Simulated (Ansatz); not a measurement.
Species: CH₅Si, charge 0, multiplicity 2. It need not be the lowest isomer of its formula. 
Coordinates optimised at B3LYP-D3(BJ)/def2-TZVP (Ansatz, a first-principles code):
SMILES: [CH2][SiH3]
```xyz
7

C     -0.0097     0.1411    -1.2607
Si     0.0046    -0.0671     0.5695
H     -0.9250     0.2758    -1.8259
H      0.8972     0.1766    -1.8533
H     -0.0125     1.2498     1.2616
H     -1.1932    -0.8210     1.0128
H      1.2278    -0.7881     0.9952
```
Charge 0, spin multiplicity 2.

Basis-set convergence of Hartree-Fock and MP2 correlation energies (hartree) with Ansatz. Cores are frozen in the correlated levels unless marked. Open shells are spin-unrestricted. No spin-orbit coupling. No relativistic terms.

```csv
basis,functions,E(HF),"E(corr, MP2)"
cc-pV(D+d)Z,62,-329.67043,-0.22295
cc-pV(T+d)Z,139,…,…
```

Q: What belongs in the gaps?

A: 
- cc-pV(T+d)Z, E(HF): -329.69601
- cc-pV(T+d)Z, E(corr, MP2): -0.27678
